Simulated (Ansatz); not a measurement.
`C=C=NC`, relaxed with RKS PBE-D4/def2-SVP in the Gaussian-basis code of Ansatz from a rough embedded geometry. The force threshold is 0.03 eV/Å; the program also tests the step.

Total charge 0; spin multiplicity 1.

Start:

```xyz
9

C    -1.640   -0.571   -0.547
C    -0.715    0.211   -0.298
N     0.139    0.954   -0.090
C     1.341    0.475    0.435
H    -1.759   -1.088   -1.535
H    -2.424   -0.859    0.223
H     2.090    1.233    0.615
H     1.786   -0.278   -0.260
H     1.182   -0.077    1.457
```

Task: How much energy does the relaxation release, and in how many steps? (Best estimate.)

Result: Computed: 88.13 kJ/mol, in 20 steps, 4 of them rejected.

Task: Which bonds change most? (Best estimate.)

Result: Computed: C1–C2 from 1.236 to 1.326 Å; C2–N3 from 1.151 to 1.228 Å; C4–H9 from 1.173 to 1.110 Å; N3–C4 from 1.396 to 1.449 Å.

Task: Give the relaxed structure. (Best estimate.)

Result: Computed: 
```xyz
9

C    -1.797   -0.627   -0.695
C    -0.800    0.067   -0.162
N     0.059    0.783    0.346
C     1.456    0.450    0.539
H    -2.012   -0.558   -1.772
H    -2.422   -1.279   -0.068
H     2.084    1.205    0.022
H     1.733   -0.564    0.173
H     1.700    0.522    1.619
```
